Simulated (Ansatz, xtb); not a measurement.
**Ligand exchange: CH2ClF + SiH2(CH3)F → CH2F2 + SiH2(CH3)Cl**

Species: CH2ClF (chlorofluoromethane) `FCCl`, singlet; SiH2(CH3)F, singlet; CH2F2 `FCF`, singlet; SiH2(CH3)Cl, singlet. The partners trade Cl for F: C–Cl and Si–F bonds give way to C–F and Si–Cl.

Shapes, held fixed at every level: PBE0-D4/def2-TZVP. Programs: Ansatz 0.2.0, xtb 6.7.1. The zero-point and thermal change to 298 K, harmonic and unscaled (PBE0-D4/def2-TZVP), is +1.9 kJ/mol.

| level | kind | ΔH(298 K) (kJ/mol) | less CCSD(T)/CBS estimate | CPU time (sum over the molecules) |
| --- | --- | --- | --- | --- |
| GFN0-xTB | semi-empirical | -34.8 | -68.6 | 0.16 s |
| SPW92/def2-TZVPP | LDA | +25.7 | -8.1 | 8.4 s |
| wB97X-V/def2-TZVPP | range-separated hybrid | +27.0 | -6.8 | 37 s |
| MP2/def2-SVP | perturbation theory | +12.3 | -21.5 | – |
| CCSD(T)/def2-SVP | coupled cluster or CI | +9.3 | -24.5 | 7.1 s |
| CCSD(T)/def2-TZVPP | coupled cluster or CI | +30.2 | -3.6 | 2.3 min |
| CCSD/def2-TZVPP | coupled cluster or CI | +29.9 | -3.9 | – |
| CCSD(T)/CBS estimate | coupled cluster or CI | +33.8 | 0.0 | 4 min |

The highest level, CCSD(T)/CBS estimate, gives ΔH(298 K) = +33.8 kJ/mol; the levels span -34.8 to +33.8. They disagree on the sign: 7 of 8 are positive. GFN0-xTB strays far from the other rows. The column of differences is taken from that level and isn't an error. No measured value is set beside it here. The CBS estimate extrapolates MP2 from def2-TZVPP and def2-QZVPP and adds CCSD(T) − MP2 in the triple-zeta set, cores frozen. CCSD(T)/CBS estimate lies outside the range of all other levels here, so it shouldn't be taken on trust. Times are processor times on shared x86 and Arm servers, and rough.
